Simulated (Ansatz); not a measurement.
**hcp Mg**

Method: BLYP (Ansatz, a program for electronic structure, PAW).

Settings: plane-wave cutoff 520 eV, 18×18×12 k mesh (along the axes of the cell as run), Fermi–Dirac smearing 0.05 eV, scalar-relativistic PAW data made under PBE.

Cell (relaxed at this level):

```
CELL_PARAMETERS angstrom
      1.60963    -2.78795     0.00000
      1.60963     2.78795     0.00000
      0.00000     0.00000     5.22617
ATOMIC_POSITIONS crystal
  Mg 0.33333 0.66667 0.25000
  Mg 0.66667 0.33333 0.75000
```

```
Item                                          Result
------------------------------------------  --------
bulk modulus B0                             31.2 GPa
band gap                                        none
pressure derivative B′ of the bulk modulus       4.5
```

Measured, for comparison: bulk modulus 38.6 GPa (copied from a table, unchecked, extrapolated to 0 K and zero-point effects removed; as tabulated in Lejaeghere et al. (2013), arXiv:1204.2733). Computed (rounded) less measured: bulk modulus not scored (unchecked).

Note: the bulk modulus comes from volumes at which shape and atoms were relaxed.

Cost on a shared machine: very roughly 2.5 core-minutes.
